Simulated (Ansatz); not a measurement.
A nudged elastic band was laid between two geometries of BClH2 + H (5 atoms, charge 0, multiplicity 2).

Level of theory: UHF/def2-SVP (Ansatz 0.2.0).

* movable images: 9
* climbing image: yes
* spring: 5.0 eV/Å²
* optimiser: quadratic models (default)
* start path: through a guess of the saddle point
* force threshold: 0.05 eV/Å
* iteration limit: 60
* end points: relaxed

First end point:

```xyz
5
Properties=species:S:1:pos:R:3
B 0.000 0.000 -0.363
Cl 0.000 0.000 1.391
H 1.050 0.000 -0.927
H -1.050 0.000 -0.927
H 0.000 0.000 5.526
```

Last end point:

```xyz
5
Properties=species:S:1:pos:R:3
B 0.000 0.000 -0.954
Cl 0.000 0.000 3.673
H 1.071 0.000 -1.482
H -1.071 0.000 -1.482
H 0.000 0.000 4.944
```

Problem. Which bonds break or form, and what moves?

Solution. Bonds broken: B1–Cl2. Bonds formed: Cl2–H5. BClH2 + H becomes BH2 + ClH.

Problem. What energy profile does the band end with?

Solution. The forces met the threshold. The highest image is number 5 of 0 to 10, 49.3 kcal/mol above the first end and 27.3 kcal/mol above the last; the last end lies 22.0 kcal/mol above the first. Neighbouring images differ by up to 1.7 eV, so the band resolves the path poorly. A vibrational analysis at the climbing image gives 2 clearly imaginary modes (1350i, 320i cm⁻¹): a point of higher order. A lower path may pass nearby, or the ends, which weren't checked, may share the extra mode.

```csv
image,path coordinate (Å),energy (kcal/mol),B1–Cl2 (Å),Cl2–H5 (Å)
0,0.00,0.0,1.75,4.14
1,0.45,0.0,1.75,3.63
2,0.90,0.4,1.75,3.13
3,1.35,2.0,1.75,2.63
4,1.80,9.9,1.78,2.10
5,2.25,49.3,2.20,1.49
6,2.76,30.1,2.79,1.27
7,3.27,24.3,3.23,1.27
8,3.79,22.5,3.69,1.27
9,4.30,22.1,4.16,1.27
10,4.81,22.0,4.63,1.27
```

Problem. What is the geometry of the highest image?

Solution. 
```xyz
5
Properties=species:S:1:pos:R:3
B -0.001 0.000 -0.030
Cl 0.000 0.000 2.174
H 1.072 0.000 -0.551
H -1.073 0.000 -0.553
H 0.001 0.000 3.660
```

The run took 43 s on 1 thread of Arm Neoverse V1, on a shared host, peak memory 0.095 GiB.
